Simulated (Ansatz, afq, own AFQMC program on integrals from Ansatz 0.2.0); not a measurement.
**LiP⁻, quartet → LiP, triplet**

```xyz
2

P     0.0000    0.0000    0.0000
Li    0.0000    0.0000    2.4501
```

E(triplet, charge +0) − E(quartet, charge -1) at this geometry, on UHF and UHF determinants.

Basis aug-cc-pVDZ. Only valence electrons are correlated. Integrals, coupled cluster, full CI and functionals: Ansatz 0.2.0; the random walks run on the same integrals in our own AFQMC program. ph-AFQMC/CISD is guided by a CISD state made of CCSD amplitudes; releasing the constraint for a short imaginary time cuts its bias at the price of noise, slowly where states lie close. Error bars are statistical, one sigma. The errors of all members are added in quadrature.

No full CI on the walks' own integrals is used here; CCSDT(Q) serves as the reference and is uncertain by about the last step of the cluster series. Each member takes its own surest rung, up to full CI.

Errors are counted within aug-cc-pVDZ, not against nature.

Cautions: LiP⁻ (quartet): its ph-AFQMC/CISD value lies 25 ± 8 meV above CCSDT(Q); LiP (triplet): lower spins were not checked, the released energies move by 1.5 errors or more from one time to the next, so no released level is given (meV from the phaseless value at times in 1/Eh: -4 ± 8 at 0.24, -6 ± 6 at 0.51, 2 ± 5 at 0.99, 4 ± 6 at 1.62, -17 ± 8 at 2.40), though the last usable value meets CCSDT(Q) within the noise; this needn't be the first ionization.

Reference (CCSDT(Q)): 57.5 kJ/mol.

| level | vertical detachment energy (kJ/mol) | error against CCSDT(Q) (kJ/mol) |
| --- | --- | --- |
| HF | 50.0 | -7.5 |
| MP2 | 54.9 | -2.6 |
| CCSD | 56.5 | -1.0 |
| CCSD(T) | 57.2 | -0.3 |
| CCSDT | 57.4 | -0.1 |
| ph-AFQMC/CISD | 55.3 ± 1.0 | -2.2 ± 1.0 |

Correlation beyond CCSD(T) adds 0.3 kJ/mol. The perturbative (T) step is worth +0.7 kJ/mol.

A walk keeps the symmetry of its determinant, which the program's search chose and which needn't be the lowest solution, so a lower state of the same spin and another symmetry isn't excluded.
